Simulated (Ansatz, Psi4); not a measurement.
The same job for Ansatz

Psi4 1.11 runs this on SiCl (SMILES [Si]Cl):

clsi.dat:
```
memory 2200 MB

molecule {
  0 2
  Si     0.881810    -0.293660     0.452120
  Cl    -0.881810     0.293660    -0.452120
  symmetry c1
}

set basis aug-cc-pVTZ
set reference uhf
set puream true
set e_convergence 1e-09
set d_convergence 1e-08
set scf_type pk
set num_frozen_docc 10
set maxiter 100

energy('ccsd(t)')
print_variables()
```

```bash
$ psi4 clsi.dat clsi.out -n 1
```

The shape is that of a PBE0-D4/def2-TZVP optimisation.

It gives a total energy of -748.764061 Eh.

Q: How is this level of theory, on these atoms, set up in Ansatz 0.2.0 as an input file of the program's own?

A: For example:

in.yaml:
```yaml
crystal:
  periodic: [false, false, false]
  atoms:
    - {symbol: Si, position_ang: [0.881810, -0.293660, 0.452120]}
    - {symbol: Cl, position_ang: [-0.881810, 0.293660, -0.452120]}
basis:
  gaussian: {orbitals: aug-cc-pVTZ}
magnetization: {spin_polarized: true, initial_magnetization: 1}
correlation: {method: ccsd_t, frozen_orbitals: {Cl: 5, Si: 5}}
accuracy: high
scf: {omitted_lower_state_checks: [cluster_reference, increment]}
```

```bash
$ ansatz run in.yaml --threads 1 --pin off --max-ram 3480MiB --events-out events.jsonl --progress --plain --runs-dir runs
```

Its energy is -748.764061 Eh, the same as the first but for the last digit, at most.
